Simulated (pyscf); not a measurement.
Four-centre exchange: HO–B(OH)–OH (SMILES OB(O)O) + BH₃ (SMILES B) → H₂B–O–B(OH)–OH (SMILES BOB(O)O) + H₂ (SMILES [H][H])

Gas phase, singlet surface, charge 0. Bonds broken: O1–H5, B8–H9. Bonds formed: O1–B8, H5–H9. Single points on ωB97X-D3(BJ)/def2-SVP structures (PySCF, gas phase).

Transition state (Å):

```xyz
11

O     -1.3754     0.0807     0.5181
B     -1.2068    -0.5302    -0.7057
O     -1.2116     0.2673    -1.8134
O     -1.0701    -1.8917    -0.6966
H     -0.6798     0.1563     1.5234
H     -1.1094    -0.1836    -2.6556
H     -0.9987    -2.3038    -1.5619
B     -0.7988     1.4771     0.9672
H     -0.2274     0.9291     2.0600
H      0.1060     1.8712     0.2680
H     -1.6497     2.2352     1.3681
```

One imaginary mode, 1441i cm⁻¹; descent along it reached the two sides named, in the forms told below.

```
bond   change  reactant side (Å)  saddle  product side
-----  ------  -----------------  ------  ------------
O1–H5  breaks              0.964   1.225           3.4
B8–H9  breaks              1.223   1.349           4.2
O1–B8   forms              1.711   1.576         1.352
H5–H9   forms              2.331   1.044         0.761
```

Electronic energies relative to the separated reactants (kcal/mol):

```csv
level,barrier,reaction energy,reverse barrier
ωB97X-D3(BJ)/def2-TZVP,16.0,-25.8,41.7
PBE/def2-TZVP,8.5,-26.6,35.1
r²SCAN/def2-TZVP,10.8,-27.4,38.3
B3LYP-D3(BJ)/def2-TZVP,15.6,-26.9,42.5
PBE0-D3(BJ)/def2-TZVP,11.2,-25.8,37.0
M06-2X/def2-TZVP,15.1,-27.9,43.0
ωB97M-D3(BJ)/def2-TZVP,15.4,-26.0,41.4
HF/def2-TZVP,36.7,-22.2,58.8
```

With ωB97M-D3(BJ)/def2-TZVP energies and thermal terms (ideal gas, 1 atm, RRHO with modes under 100 cm⁻¹ raised to 100, one conformer, R ln 2 for chiral ones without a mode under 150 cm⁻¹), in kcal/mol:

| T (K) | ΔH‡ | ΔG‡ | ΔH | ΔG |
|---|---|---|---|---|
| 298 | 14.7 | 24.1 | -28.2 | -27.3 |
| 600 | 14.6 | 33.8 | -27.4 | -26.6 |
| 900 | 15.0 | 43.3 | -26.6 | -26.4 |
| 1200 | 15.7 | 52.6 | -25.9 | -26.5 |

On the reactant side the descent ends in an adduct with a B–O contact (not fully relaxed), 8.6 kcal/mol under the separated species and 24.5 kcal/mol under the saddle at ωB97X-D3(BJ)/def2-TZVP. What is counted as formed (B–O) is already present as a longer contact in the reactant adduct; forming that adduct is a step of its own. One saddle was located; it need not be the lowest between these sides.
